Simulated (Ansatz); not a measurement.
System: diamond. Method: HSE06 (Ansatz, a first-principles code, PAW).

Run with plane-wave cutoff 520 eV, 12×12×12 k mesh, scalar-relativistic PAW data made under PBE.

Cell (relaxed at this level):

C is modelled in the cubic space group Fd-3m, origin choice 1 (No. 227), the diamond structure, Pearson symbol cF8. Conventional cell: a = b = c = 3.545 Å, α = β = γ = 90.00°. C on 8a is coordinated by 4 C at 1.535 Å (tetrahedral). (Neighbours: up to the widest gap in distance over summed covalent radii, below 1.35, at either atom.)
(The calculation used a cell of 2 atoms; values per cell refer to that cell.)

Question: Estimate the elastic constant C44, Young modulus, elastic constant C11, Poisson ratio and elastic constant C12 that the calculation returns.

Answer: 
- elastic constant C44 = 608 GPa
- Young modulus = 1206 GPa
- elastic constant C11 = 1137 GPa
- Poisson ratio = 0.072
- elastic constant C12 = 137 GPa

Measured, for comparison: elastic constant C44 579 GPa, elastic constant C11 1081 GPa, elastic constant C12 125 GPa (low temperature, zero-point motion not removed; as tabulated in Tanner et al. (2021), arXiv:2110.11888). Computed (rounded) less measured: elastic constant C44 +5 %, elastic constant C11 +5 %, elastic constant C12 +10 %.

Elastic constants are with the ions relaxed.

Static lattice: no zero-point or thermal effects.

The result took about 30 core-minutes (a rough figure).
